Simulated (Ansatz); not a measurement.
The same path of CH$_{3}$AlF (6 atoms, charge -1, multiplicity 1) was run twice with different band settings. Lost on the way: Al2–H6. Made: C1–H6.

Computed with RKS PBE0/def2-SVP in Ansatz.

Relaxed end points:

```xyz
6
Properties=species:S:1:pos:R:3
C -0.594 0.012 -0.849
Al 0.449 -0.004 0.649
F 1.912 -0.880 0.843
H -1.526 0.601 -0.891
H -0.407 -0.530 -1.789
H 0.168 0.801 2.037
```

```xyz
6
Properties=species:S:1:pos:R:3
C -0.460 0.298 -0.248
Al 0.268 -1.318 0.819
F 1.943 -0.861 0.838
H -1.559 0.299 -0.377
H -0.012 0.323 -1.264
H -0.180 1.259 0.233
```

Common settings: movable images 7; climbing image yes; spring 5.0 eV/Å²; start path through a guess of the saddle point; force threshold 0.05 eV/Å; iteration limit 60; end points relaxed.

| run | optimiser |
| --- | --- |
| 1 | quadratic models (default) |
| 2 | fire |

Question: What does each run give, and how far can it be trusted?

Answer: Run 1: converged after 13 iterations, highest image 1.689 eV above the first end. Neighbouring images differ by up to 1.2 eV, so the band resolves the path poorly. A vibrational analysis at the climbing image gives one clearly imaginary mode, 1050i cm⁻¹: a first-order saddle point.
Run 2: converged after 52 iterations, highest image 1.689 eV above the first end. Neighbouring images differ by up to 1.2 eV, so the band resolves the path poorly. Another band between the same ends (7 images) ends at a top of the same energy, where a vibrational analysis finds 1 clearly imaginary mode.
The orbitals stay closed-shell, which can raise the energy where a bond breaks towards radicals; this wasn't checked here. Limits of this set-up: an anion without diffuse functions, the dipole of an ion depends on the origin.
